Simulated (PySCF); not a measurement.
Method: TPSSh-D3(BJ)/def2-TZVP // TPSS-D3(BJ)/def2-SVP run with PySCF 2.14.0. All species are isolated molecules in the gas phase. 

Reference species (SMILES): `C[N]C` (neutral, multiplicity 2).

| Quantity | Result |
|---|---|
| highest occupied spin orbital | -6.41 eV |
| dipole moment | 1.71 D |

Changed species: `[NH2]` (free radical NH2; the reference has free radical N(CH3)2).

Task: Predict the effect on the highest occupied spin orbital and dipole moment.

Result: the highest occupied spin orbital falls by 1.54 eV, to -7.95 eV; the dipole moment goes up by 0.22 D, to 1.93 D.
